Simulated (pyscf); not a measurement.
9 silicon, germanium or tin steps of one kind (hydrogen abstraction, radical): reaction energy in kcal/mol, from the separated reactants or the lowest minimum found. PySCF, gas phase, ωB97X-D3(BJ)/def2-SVP geometries. Functionals in def2-TZVP; the last column is ωB97M-D3(BJ)/def2-TZVP. Rows were drawn at random from the steps of this kind and element class whose saddle was verified and whose references are stable.

```tsv
step	PBE	B3LYP-D3(BJ)	PBE0-D3(BJ)	ωB97M-D3(BJ)
`[SiH2]=[Se]` + `[H]` [doublet] -> `[SiH]=[Se]` [doublet] + `[H][H]`	-25.7	-26.7	-22.8	-22.8
`[F][SiH2][SiH3]` + `[H]` [doublet] -> `[F][SiH2][SiH2]` [doublet] + `[H][H]`	-17.0	-18.1	-15.7	-14.9
`[SiH3][SiH]([SiH3])[SiH3]` + `[SiH2][SiH3]` [doublet] -> `[SiH3][Si]([SiH3])[SiH3]` [doublet] + `[SiH3][SiH3]`	-5.4	-5.6	-5.1	-5.5
`[OH][Si][OH]` [singlet] + `[H]` [doublet] → `[O]=[Si][OH]` [doublet] + `[H][H]`	-11.9	-11.6	-7.2	-5.1
`[Cl][C]([Cl])[Cl]` [doublet] + `[SiH4]` → `[Cl][CH]([Cl])[Cl]` + `[SiH3]` [doublet]	-1.7	-0.8	-2.4	-2.1
`[O][SiH3]` [doublet] + `[F][CH2][F]` -> `[OH][SiH3]` + `[F][CH][F]` [doublet]	-16.2	-14.6	-15.9	-15.1
`[SiH2]=[S]` + `[H]` [doublet] → `[SiH]=[S]` [doublet] + `[H][H]`	-24.5	-25.5	-21.7	-21.4
`[NH2][SiH]([NH2])[I]` + `[H]` [doublet] → `[NH2][Si]([NH2])[I]` [doublet] + `[H][H]`	-17.1	-17.5	-14.0	-12.3
`[CH3][SiH2][CH3]` + `[H]` [doublet] → `[CH3][SiH][CH3]` [doublet] + `[H][H]`	-12.8	-13.5	-11.1	-9.5
```

Differences from the last column (kcal/mol): PBE: mean -2.6, median -2.9, mean size 2.7, lower in 7 of 9; B3LYP-D3(BJ): mean -2.8, median -3.9, mean size 3.2, lower in 7 of 9; PBE0-D3(BJ): mean -0.8, median -0.8, mean size 0.9, lower in 7 of 9. PBE is closest for row 3 (0.1 kcal/mol apart) and farthest for row 4 (6.8 kcal/mol). PBE, r²SCAN and M06-2X carry no added dispersion term. The last column is a level with limits of its own. Elements up to Kr have no core potential and no relativistic terms here. Elements past Kr carry the def2 core potentials, without spin-orbit coupling.
